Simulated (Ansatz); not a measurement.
System: wurtzite ZnO. Method: PBEsol (Ansatz, a first-principles code, plane waves, PAW).

Total energies, extrapolated to zero smearing (they compare only within this program, potentials and cutoff; free atoms with spin allowed, lowest state found):

```json
[
 {"system": "wurtzite ZnO, relaxed", "energy (eV/atom)": "-1921.0696"},
 {"system": "free Zn atom", "energy (eV/atom)": "-3279.3240"},
 {"system": "free O atom", "energy (eV/atom)": "-554.8994"}
]
```

Question: Work out the cohesive energy per atom.

Answer: E_coh = [1 × (-3279.3240) + 1 × (-554.8994)]/2 − (-1921.0696) = 3.96 eV/atom. The reference value is 3.8 ± 0.03 eV/atom (worked out here from tabulated enthalpies at 298 K, copied from a table, unchecked, brought to a static lattice with a Debye model, atoms in their spin–orbit ground levels; inputs from the CRC Handbook), a difference of +0.16 eV/atom.

The PAW data were made under PBE.
